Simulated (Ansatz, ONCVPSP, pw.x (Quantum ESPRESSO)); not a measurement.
# From atom to crystal: ONCV potential for Si (Z = 14)

silicon (Si), optimised norm-conserving Vanderbilt (ONCV), made with ONCVPSP 4.0.1.1 (patched build) (LDA (Perdew-Wang 92), scalar-relativistic). Core [Ne], reference 3s1 3p3. Waves: 3s: rc 1.70 bohr, ncon 4, nbas 9, qcut 3.7 1/bohr, 2 projectors, debl 2.8 Ha; 3p: rc 1.96 bohr, ncon 4, nbas 8, qcut 4.1 1/bohr, 2 projectors, debl 1.1 Ha; d scattering state at 0.07 Ha: rc 1.66 bohr, ncon 3, nbas 7, qcut 5.3 1/bohr, 2 projectors, debl 3.7 Ha. Local part: polynomial inside 1.16 bohr (lpopt 5, dvloc0 0 Ha). Core correction: none.

Crystal test: diamond Si in pw.x 7.5, no spin, 9³ k-points, Fermi–Dirac smearing 0.01 Ry, cutoffs 135/540 Ry. The reference is all-electron LAPW (Ansatz 0.2.0) with the same functional, mesh and smearing; V0 and B0 come from Birch–Murnaghan fits to the pressures at five volumes. Errors are pseudo minus all-electron; Δ is the rms difference of the E(V) curves that follow from these fits, minima aligned, over ±6 % about the mean V0. Mesh and smearing are coarse, so the numbers serve the comparison and aren't converged zero-temperature values; the lattice is a test structure that the element need not adopt.

All-electron: a0 = 5.400 Å (V0 = 19.69 Å³/atom), B0 = 96.2 GPa.

Question: How far does the potential miss the all-electron equation of state?

Answer: mean pressure error (GPa): -1.09; a0 (Å): 5.380; a0 error (%): -0.38; B0 error (%): -0.0; Δ (meV/atom): 4.8.

```csv
V (Å³/atom),P all-electron (GPa),P pseudo (GPa)
18.709,5.46,4.12
19.202,2.53,1.33
19.694,-0.03,-1.11
20.186,-2.29,-3.26
20.679,-4.26,-5.14
```

Question: At the middle volume, how do free energy and pressure move when the wave cutoff is lowered (ecutrho kept at four times it)?

Answer:

```tsv
cutoff (Ry)	shift of F (meV/atom)	shift of P (GPa)
61	+5.9	+0.04
81	+4.7	+0.02
108	+1.4	+0.07
```

The run at the middle volume (35 k-points, 7 iterations) took about 74 s on one core of a shared host (Neoverse-N1, 64 threads, 124 GiB, load 50).
